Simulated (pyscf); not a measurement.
Optimised with ωB97X-D3(BJ)/def2-SVP in PySCF.

SMILES: O[Si](Cl)(Cl)Cl
```xyz
6

O      1.5277    -0.0758    -0.4591
Si    -0.0648     0.2551    -0.2899
Cl    -0.4858     2.1735    -0.8387
Cl    -1.0723    -1.0342    -1.4841
Cl    -0.6692     0.0185     1.6434
H      2.1614     0.4460     0.0458
```
Charge 0, spin multiplicity 1.

**Question.** What are the homolytic bond dissociation enthalpies (298 K) of HO–Si(Cl)(Cl)–Cl (SMILES O[Si](Cl)(Cl)Cl) at ωB97M-D3(BJ)/def2-TZVP, weakest first?

**Answer.** Cl–Si to HO–Si•(Cl)–Cl + Cl•: 475.9 kJ/mol; H–O to •O–Si(Cl)(Cl)–Cl + H•: 505.4 kJ/mol; O–Si to OH• + Cl–Si•(Cl)–Cl: 541.9 kJ/mol. Ring and multiple bonds, and those that leave no two simple radicals, are not listed. Other isomers of •O–Si(Cl)(Cl)–Cl, HO–Si•(Cl)–Cl were not searched in full and may lie lower. Left out: the spin-orbit lowering of Cl, OH.
